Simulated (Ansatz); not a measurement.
A displaced shape of singlet BH₃:

```yaml
atoms:
  - { symbol: B, position_ang: [-0.0327, -0.0105, 0.0363] }
  - { symbol: H, position_ang: [1.2172, 0.0195, -0.0448] }
  - { symbol: H, position_ang: [-0.5711, 1.0270, -0.0339] }
  - { symbol: H, position_ang: [-0.6064, -1.0033, -0.0276] }
```

It was optimised with HF/def2-SVP in Ansatz (development build ahead of 0.2.0) to forces under 0.001 eV/Å, with restricted orbitals. Each step stands on the lowest determinant of that kind that the program's search found.

Task: What shape does it relax to, and how does the optimisation go?

Result:

```yaml
atoms:
  - { symbol: B, position_ang: [0.0018, 0.0082, -0.0175] }
  - { symbol: H, position_ang: [1.1995, 0.0007, -0.0301] }
  - { symbol: H, position_ang: [-0.5906, 1.0492, -0.0155] }
  - { symbol: H, position_ang: [-0.6036, -1.0254, -0.0068] }
```

Bond lengths: B1–H2 1.198 Å, B1–H3 1.198 Å, B1–H4 1.198 Å. Angles: H2–B1–H3 120.0°, H2–B1–H4 120.0°, H3–B1–H4 120.0°.

| step | E − E(start) (eV) | largest force (eV/Å) |
| --- | --- | --- |
| 1 | 0.0000 | 2.3729 |
| 2 | 0.1187 | 2.4855 |
| 3 | -0.0998 | 0.6095 |
| 4 | -0.1172 | 0.0658 |
| 5 | -0.1177 | 0.0140 |
| 6 | -0.1177 | 0.0024 |
| 7 | -0.1177 | 0.0001 |

The optimisation ended after 7 steps with its threshold met.
